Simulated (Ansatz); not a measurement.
## GeCO⁺, doublet: reading a ladder of total energies

Geometry: that of the GeCO, triplet, kept fixed.

```xyz
3

Ge    0.0000    0.0000    1.6649
C     0.0000    0.0000   -0.2581
O     0.0000    0.0000   -1.4068
```

Basis cc-pVDZ; Ansatz 0.2.0. Correlated methods freeze the noble-gas cores and the filled d shells of p-block atoms, which leaves 13 electrons in 39 orbitals. Prefix R: restricted or restricted open-shell reference; prefix U: unrestricted. No spin–orbit coupling is included, and no scalar relativity.

Full CI isn't at hand for all of this; UCCSDT(Q) serves as the reference, and is uncertain by the last step of the cluster series or more.

UCCSD has a T1 diagnostic of 0.024 and a largest doubles amplitude of 0.08.

Runs differ by some tens of microhartree through their thresholds and, for an open shell, their frozen cores, so steps under 0.03 kcal/mol mean nothing.

Here the R and U totals at CCSDT(Q) differ by 0.18 kcal/mol, a measure of how far such totals hang on the determinant and its frozen core.

```
    level  total energy (hartree)
      UHF            -2187.757518
     UMP2            -2188.105228
    UCCSD            -2188.121274
 UCCSD(T)            -2188.136170
   UCCSDT            -2188.137106
UCCSDT(Q)            -2188.138805
```

Problem. What is the correlation energy at UCCSDT(Q), and what share of it do UMP2 and UCCSD recover?

Solution. E(corr) = -2188.138805 − (-2187.757518) = -0.381287 hartree = -10.375 eV. UMP2: -0.347710 / -0.381287 = 91.19 %. UCCSD: -0.363756 / -0.381287 = 95.40 %.

Problem. By how many kcal/mol does UCCSD(T) miss UCCSDT(Q) (1 hartree = 627.509 kcal/mol), and which steps make up the rest?

Solution. -2188.136170 − (-2188.138805) = 0.002635 hartree = 1.65 kcal/mol. Steps: UCCSDT − UCCSD(T) = -0.59, UCCSDT(Q) − UCCSDT = -1.07 kcal/mol. Differences between like states or geometries often cancel part of this.
